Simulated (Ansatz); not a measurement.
A run of Ansatz (development build ahead of 0.2.0) on singlet C₄H₄ at this shape:

```xyz
8

C     0.6993    0.7577    0.0570
C    -0.6484    0.7887   -0.0376
C    -0.6044   -0.8134    0.0188
C     0.6553   -0.7975   -0.0673
H     1.4547    1.5769    0.0335
H    -1.4599    1.6174   -0.0524
H    -1.4054   -1.5471    0.0397
H     1.4301   -1.5546    0.0815
```

Its results:

```json
{
 "Converged": "yes",
 "Reference energy": "-151.72851 hartree",
 "Correlation energy": "-0.25176 hartree",
 "Total energy": "-151.98027 hartree",
 "Spin squared of the determinant": "0.000"
}
```

(1) Which input gives this output? Name the method, the orbitals and the basis set, and write the input.

## Answers

(1) RHF-MP2 in STO-3G. An unrestricted run that stays on the closed shell gives the same numbers.

```yaml
crystal:
  periodic: [false, false, false]
  atoms:
    - { symbol: C, position_ang: [0.69934, 0.7577, 0.05701] }
    - { symbol: C, position_ang: [-0.64837, 0.78875, -0.03759] }
    - { symbol: C, position_ang: [-0.60437, -0.81335, 0.01882] }
    - { symbol: C, position_ang: [0.65532, -0.79747, -0.06729] }
    - { symbol: H, position_ang: [1.45466, 1.57687, 0.03354] }
    - { symbol: H, position_ang: [-1.45986, 1.61735, -0.05235] }
    - { symbol: H, position_ang: [-1.40542, -1.54709, 0.03974] }
    - { symbol: H, position_ang: [1.43009, -1.5546, 0.0815] }
basis:
  gaussian: { orbitals: STO-3G }
hamiltonian:
  xc: hf
correlation:
  method: mp2
  frozen_orbitals: { C: 1, H: 0 }
```
